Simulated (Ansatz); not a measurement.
## Grey tin (α-Sn)

Level of theory: HSE06 (Ansatz, a program for electronic structure, PAW).

Run with plane-wave cutoff 500 eV, 6×6×1 k mesh (along the axes of the cell as run), Fermi–Dirac smearing 0.1 eV, scalar-relativistic PAW data made under PBE.

Cell: relaxed with r²SCAN.

surface energy of the (100) face: 1.08 J/m²
work function of the (100) face: 4.76 eV

Note: exact exchange on metals is sensitive to the k mesh and can open a false gap.

The slab of 8 atoms is relaxed and unreconstructed.

Spin–orbit coupling is not included.

Static lattice: no zero-point or thermal effects.

Cost on a shared machine: around 70 core-minutes (rough).
